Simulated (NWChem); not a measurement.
# ammonia (NH$_{3}$); SMILES N

Program: NWChem. Pople sets run with spherical d functions. All runs use the structure optimised with PBE0/def2-SVP. Vertical excitations in the gas phase; the lowest state need not have the same character in each row.

```
level                          lowest excitation, singlet (eV)  oscillator strength of that lowest state  orbital gap (eV)
-----------------------------  -------------------------------  ----------------------------------------  ----------------
PBE/6-31+G*, full TDDFT                                   6.35                                     0.130              6.12
B3LYP/6-31+G*, full TDDFT                                 6.65                                     0.126              7.85
LRC-wPBEh/6-31+G*, full TDDFT                                …                                     0.129                 …
BHandHLYP/6-31+G*, full TDDFT                             7.21                                     0.125             10.53
```

Complete the blanks.


- LRC-wPBEh/6-31+G*, full TDDFT, lowest excitation, singlet (eV): 6.93
- LRC-wPBEh/6-31+G*, full TDDFT, orbital gap (eV): 11.95
